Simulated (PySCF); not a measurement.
How methods differ on the electron affinity of Al

Al⁻ [Ne] 3s2 3p2 (3P) → Al [Ne] 3s2 3p1 (2P), as a difference of total energies. All numbers are calculated (PySCF 2.14, the non-relativistic Hamiltonian (point nucleus), in dyall-acv3z (19s12p6d4f, 113 functions)). Correlated levels: valence: [Ne] frozen; valence and next inner shell: 1s2 frozen; virtual orbitals above 40 to 60 times the deepest correlated orbital energy dropped. The calculations carry no spin-orbit coupling.

```tsv
method	electron affinity (eV)	error (eV)
UHF	0.013	-0.420
LDA	0.649	+0.216
PBE	0.593	+0.160
PBE0	0.536	+0.103
r2SCAN	0.610	+0.177
TPSSh	0.500	+0.067
B97-3	0.365	-0.068
r2SCAN0	0.561	+0.128
MP2 (valence)	0.363	-0.070
SCS-MP2 (valence)	0.262	-0.171
MP2 (valence and next inner shell)	0.348	-0.085
SCS-MP2 (valence and next inner shell)	0.250	-0.183
```

Reference: 0.433 eV (measured; photodetachment measurements, as compiled on the Wikipedia data page of electron affinities).

Errors of the correlated levels include the incompleteness of this basis and the frozen core.

In the anion the highest occupied orbital energy is positive at LDA, PBE, PBE0, r2SCAN, TPSSh, B97-3, r2SCAN0, a self-interaction effect; the basis confines that electron, and the energy difference can still be sensible.
